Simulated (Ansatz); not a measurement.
System: C2H5S, charge -1, singlet. C2H5S- (SMILES CC[S-]).
B3LYP-D3(BJ)/def2-TZVP minimum from Ansatz (a program for electronic structure):
```
C
H 1 1.0994
H 1 1.0994 2 105.91
C 1 1.5308 2 108.15 3 -115.74
H 4 1.0933 1 109.87 2 178.34
H 4 1.0933 5 107.10 1 -119.30
H 4 1.1033 5 108.69 6 -117.26
S 1 1.8260 2 110.49 3 119.68
```
Charge -1, spin multiplicity 1.

Total energies in aug-cc-pV(D+d)Z, 20 correlated electrons, 7 frozen orbitals. UHF or UKS for unpaired electrons; spin-orbit terms are left out. Cores are frozen in correlated methods. No relativity.

```csv
method,program,energy (Eh),minus CCSDT(Q) (mEh)
HF,Ansatz,-476.19634,524.87
MP2,Ansatz,-476.65887,62.33
CCSD,Ansatz,-476.70054,20.66
CCSD(T),Ansatz,-476.71910,2.11
CCSDT(Q),Ansatz,-476.72120,0.00
```

Rough core times of Ansatz's runs on a shared machine: CCSD(T) 20 s, CCSDT(Q) 90 min.
